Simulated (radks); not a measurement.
# S²⁺ in [Ne] 3s1 3p2 3d1: an all-electron calculation

Aim: the levels, the sizes of the orbitals and the parts of the energy of the sulfur ion S2+.

Program: radks (a radial shooting solver on a logarithmic mesh, Libxc functionals) version 1. Level of theory: scalar-relativistic Kohn-Sham, PBE, spin-unpolarised, spherical densities, point nucleus. These are calculated values, not measurements, unless marked.

### 1 The system

| Quantity | Value |
| --- | --- |
| element | sulfur (Z = 16) |
| charge | +2 |
| electrons | 14 |
| configuration | [Ne] 3s1 3p2 3d1 |

Outer shells as boxes (Hund's rule):

S²⁺
```
[Ne] core
3s [↑ ]
3p [↑ ][↑ ][  ]
3d [↑ ][  ][  ][  ][  ]
```

### 2 Self-consistent calculation

Settings of this run:

```text
Z 16
configuration [Ne] 3s1 3p2 3d1
relativity scalar-relativistic
functional pbe,pbe
spin unpolarised
nucleus point
c 137.035999084
```

Command:

```sh
python run_ks.py task.json out
```

All runs below come from this command, one after another.

Q: Predict the outcome of this run.

As calculated:

```
                        quantity                value
                    total energy   -396.81541 hartree
exchange-correlation share of it               6.20 %
                            −T/E               1.0040
          highest occupied level       3d, -14.573 eV
    most extended occupied level  3d, <r> = 2.27 bohr
 radius at density 0.001 e/bohr³            3.70 bohr
    maxima of the radial density                    3
```

**Reading.** 3 principal shells are occupied and 3 maxima appear in the radial density. Relativity lifts −T/E to 1.004. This is not the tabulated ground configuration, so its levels and sizes aren't those of the ground state, and no measured value stands beside it.
